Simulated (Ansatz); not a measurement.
Two shapes of singlet H2S.

Shape 1:

```xyz
3

S     0.0000    0.0000   -0.1040
H     0.0000    0.9715    0.8321
H     0.0000   -0.9715    0.8321
```

Shape 2:

```xyz
3

S     0.0000    0.0000   -0.0957
H     0.0000    0.8938    0.7656
H     0.0000   -0.8938    0.7656
```

Basis set: def2-TZVP (spherical functions). Left uncorrelated: 5 orbitals. Charge 0, multiplicity 1.

Computed with Ansatz (development build ahead of 0.2.0); each method stands on the lowest determinant of its kind that the runs found.

Question: Which shape is lower in energy, and by how much in each method?

Answer:

```tsv
method	E(2) − E(1) (eV)
RHF	0.245
RHF-MP2	0.290
```

Shape 1 is lower.
